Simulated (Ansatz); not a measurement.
Born–Oppenheimer molecular dynamics of H7NSi (9 atoms, charge 0, multiplicity 1). It starts at the highest image of a converged band. Of that band: Beside the main top the profile has a ripple of under 15 meV (maxima at images 4, 7), which may be a very shallow well or noise. A structure lower than the last end lies on the path between it and the top, so the climb from that side starts below the end, which may itself be a saddle point or a shallow side well. Neighbouring images differ by up to 1.7 eV, so the band resolves the path poorly. A vibrational analysis at the climbing image gives one clearly imaginary mode, 1343i cm⁻¹: a first-order saddle point.

All numbers below come from RKS PBE-D4/6-31G* (Ansatz).

| Item | Value |
| --- | --- |
| ensemble | NVE (velocity Verlet) |
| time step | 0.5 fs |
| steps asked | 200 |
| starting velocities drawn for | 300 K |
| seed | 8744 |

First frame:

```xyz
9
Properties=species:S:1:pos:R:3
Si -0.287 0.025 -0.095
H -0.003 -0.924 1.542
H 0.915 0.830 0.293
H -0.876 0.865 -1.229
H -0.076 -1.299 -0.757
N -1.850 0.163 1.012
H -2.723 -0.224 0.626
H -2.037 1.103 1.388
H -1.096 -0.539 1.675
```

(1) How far do the bonds stretch over the last three quarters of this one trajectory? (Pairs bonded in most of those frames.)

Results:

(1) 
```csv
bond,mean (Å),spread (Å),shortest,longest
Si1–H3,1.514,0.009,1.50,1.53
Si1–H4,1.507,0.014,1.48,1.54
Si1–H5,1.503,0.020,1.47,1.53
Si1–N6,1.757,0.054,1.66,1.85
H2–H9,0.779,0.094,0.64,0.91
N6–H7,1.024,0.020,0.99,1.06
N6–H8,1.027,0.024,0.99,1.07
```

Mean temperature of the second half: 1748 K. The conserved energy stayed within 1 meV per atom of its start (net change 0.92 meV per atom), so the integration is sound. The kinetic energy rose, since the run started high on the potential surface and went downhill. It ends in pieces (H2 + H5NSi), so much of that is their flight and rotation, not heat. A run of 0.1 ps of so small a system gives no equilibrium averages. The orbitals stay closed-shell, which can raise the energy where a bond breaks towards radicals; this wasn't checked here.

The run took 4 min on 1 thread of Arm Neoverse V1 (shared host), peak memory 0.09 GiB.
